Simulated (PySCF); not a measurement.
isobutane (C4H10), SMILES CC(C)C.

Geometry: B3LYP-D3(BJ)/def2-SVP.

Level of theory: PBE/def2-TZVP run with PySCF.

Symmetry labels are those of the subgroup Cs that the program uses (full group C3v).

Computed valence orbital energies around the gap with their symmetry:
```tsv
orbital	symmetry	energy (eV)
HOMO−7	A"	-10.41
HOMO−6	A'	-10.41
HOMO−5	A'	-9.14
HOMO−4	A"	-9.14
HOMO−3	A"	-8.60
HOMO−2	A'	-7.82
HOMO−1	A"	-7.82
HOMO	A'	-7.57
LUMO	A'	0.34
LUMO+1	A'	1.55
LUMO+2	A"	1.75
LUMO+3	A'	1.75
```
